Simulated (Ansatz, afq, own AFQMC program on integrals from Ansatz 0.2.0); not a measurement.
Two steps: Ansatz 0.2.0 writes the Fock matrix and Cholesky factors of the valence space, and afq projects on them the lowest state that overlaps trial and start.

```yaml
crystal:
  periodic: [false, false, false]
  atoms:
    - {symbol: N, position_ang: [0.000000, 0.000000, 0.000000]}
    - {symbol: N, position_ang: [0.000000, 0.000000, 1.468000]}
basis:
  gaussian: {orbitals: 6-31G}
magnetization: {spin_polarized: true, initial_magnetization: 0}
correlation: {method: ccsd_t, electrons: outside_noble_gas, hamiltonian_folder: ham}
```

```sh
$ ansatz run in.yaml --threads 1 --pin off --events-out ev --progress --plain --max-ram 16896MiB --backend cuda --devices 0, --max-vram 18GiB
```

afq runs on the folder ham with

```
--method phaseless --trial cisd --walkers 4000 --populations 20 --least-time 60 --time-step 0.005 --steps-per-block 50 --equilibration-blocks 40 --max-blocks 4000 --target-error 0.00038 --factor-cut 1e-05 --start spin_pure --seed 5169 --release-times 0.24,0.51,0.99,1.62,2.4 --release-step 0.03 --release-every 3 --taylor-order 6
```

Times are imaginary, in 1/Eh. The walk had a cap of 122 s. With eight or more populations the least sampling time is a fifth of least-time, and the error comes from their spread.

Output of the walk:

```
orbitals 16  electrons 5 5  factors 93 of 267
reference energy -108.77112408 Eh
CCSD correlation -0.19988484 Eh in 16 cycles, weight of the determinant in the CISD state 0.5230
energy of the start -108.865863 Eh
 block  time / (1/Eh)  mean weight  energy / Eh
     1     0.250  1.0003  -108.916345
     2     0.500  1.0005  -108.944376
     3     0.750  1.0004  -108.960632
     4     1.000  1.0003  -108.970987
     5     1.250  1.0002  -108.976397
     7     1.750  1.0002  -108.981547
     9     2.250  1.0000  -108.986198
    17     4.250  0.9999  -108.989120
    33     8.250  0.9997  -108.986372
    49    12.250  0.9999  -108.988240
    65    16.250  1.0003  -108.992108
    81    20.250  0.9998  -108.995680
    97    24.250  1.0001  -108.988827
   113    28.250  0.9997  -108.991411
   129    32.250  1.0004  -108.985107
   145    36.250  0.9998  -108.992856
   161    40.250  1.0000  -108.986742
   177    44.250  0.9999  -108.995521
   193    48.250  1.0000  -108.987661
   209    52.250  0.9998  -108.988572
   217    54.250  1.0001  -108.997935
   225    56.250  0.9996  -108.992314
   241    60.250  1.0002  -108.990225
   257    64.250  1.0002  -108.989593
   273    68.250  0.9999  -108.991712
   289    72.250  1.0002  -108.987853
   305    76.250  0.9998  -108.990625
   321    80.250  1.0001  -108.989514
error from the spread of 20 populations
released: time / (1/Eh)  energy / Eh  error  mean overlap
  0.24  -108.990926  0.000350  0.9991
  0.51  -108.991535  0.000253  0.9984
  0.99  -108.990238  0.002085  0.9972
  1.62  -108.995173  0.002533  0.9986
  2.40  -108.992863  0.000268  1.0002
energy -108.990280 +/- 0.000387 Eh
(rows thinned)
```

The run passed its tests (sampling time, drift between the halves within three errors, error under three times the target), which doesn't prove that it has relaxed, ending at its cap on processor time.

Against this walk (error 10.5 meV) on the same determinant: CCSD(T) 235.4 meV higher, CCSDT(Q) 9.6 meV higher (within the noise), CCSDTQ 30.0 meV lower, full CI 67.4 meV lower. The error is statistical and leaves out the bias of the constraint. The determinant has ⟨S²⟩ = 1.64, so the low cluster orders mix in higher spin, while the walk starts as a pure singlet. The released energies have errors that jump between times, so the bars are unsure (meV from the phaseless value at times in 1/Eh: -18 ± 10 at 0.24, -34 ± 7 at 0.51, 1 ± 57 at 0.99, -133 ± 69 at 1.62, -70 ± 7 at 2.40), so they give no level; they do show a bias of the constraint, and the last of them that isn't too noisy lies 3 meV below full CI. Full CI is exact here, so the walk's 67 meV above it is the walk's own error: the bias of the constraint with this trial. The determinant is a poor start (see the cautions), so the low cluster orders aren't to be relied on, and full CI is the sure value.

Cautions: constraint bias not in the error; strong correlation (T1 0.139, weight of the determinant 0.52, largest double 0.26); (Q) is large, 131 meV, so the cluster series hasn't closed; unrestricted determinant spin contaminated (⟨S²⟩ 1.64 against 0.00); CCSD(T) is in doubt: in a space of 8 electrons in 8 natural orbitals full CI lies 166 meV below it; CCSDT(Q) is in doubt: in a space of 8 electrons in 8 natural orbitals full CI lies 182 meV below it.

The walk took 2 min on 1 × NVIDIA H100 80GB HBM3 with 2 threads of AMD EPYC 7R13 Processor (Zen 3) (shared host) (the card was shared). The log's last line is the phaseless energy.

CCSDT and higher add their correlation energy to the determinant of the CCSD(T) run, since their own runs factorise the integrals more tightly (a shift of under 2 meV).
